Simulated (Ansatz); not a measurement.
For body-centred tetragonal In, r²SCAN+rVV10 (Ansatz, a first-principles code, plane waves, PAW) gives:

- lattice constant a: 3.223 Å
- c axis length: 4.943 Å
- cohesive energy: 2.65 eV/atom

What does Hartree–Fock (Ansatz, PAW) give for the same quantities?


- lattice constant a: 3.397 Å (grows by 5.4 %)
- lattice parameter c: 5.259 Å (goes up by 6.4 %)
- cohesive energy: 0.67 eV/atom (drops by 1.98 eV/atom)

For comparison: lattice constant a 3.252 Å (measured, 293 K, not corrected to a static lattice; as tabulated in Wikipedia's data pages); lattice parameter c 4.947 Å (measured, 293 K, not corrected to a static lattice; as tabulated in Wikipedia's data pages).

Changes are worked out from the printed values.

Unless a cell is named, each level is at its own relaxed cell (r²SCAN+rVV10 25.67, Hartree–Fock 30.34 Å³/atom).

Levels without +SOC leave out spin–orbit coupling, which shifts energies and cells of such heavy elements.

Ansatz's density-functional and Hartree–Fock values are scalar-relativistic unless marked +SOC, with PAW data made under PBE.
